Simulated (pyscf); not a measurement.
Optimised with ωB97X-D3(BJ)/def2-SVP in PySCF.

### Question
Estimate by transition-state theory the rate constant of H₂B–OH (SMILES BO) + HF (SMILES F) → HO–BH–F (SMILES OBF) + H₂ (SMILES [H][H]) (singlet surface; B–H, F–H broken, B–F, H–H formed) at 298 K, with ωB97M-D3(BJ)/def2-TZVP energies (ideal gas, 1 atm, RRHO with modes under 100 cm⁻¹ raised to 100, one conformer, R ln 2 for chiral ones without a mode under 150 cm⁻¹; no tunnelling).

### Answer
The electronic barrier is 19.1 kcal/mol and the thermal terms add +8.5, so ΔG‡ = 27.6 kcal/mol. With k_BT/h = 6.21e+12 s⁻¹ and RT = 0.592 kcal/mol, and a volume of 4.06e-20 cm³ per molecule at 1 atm, k = 1.5e-27 cm³ molecule⁻¹ s⁻¹. Wigner's tunnelling factor for 1185i cm⁻¹ would be 2.36, likely too low at so high a frequency. A shift of 1 kcal/mol in the barrier changes k by a factor 5.4. The same reactants have a lower exit, to H₂B–F + H₂O (barrier +10.5 kcal/mol at ωB97M-D3(BJ)/def2-TZVP, against +19.1 kcal/mol here). This is the saddle that the search found; another between the same sides may lie lower.
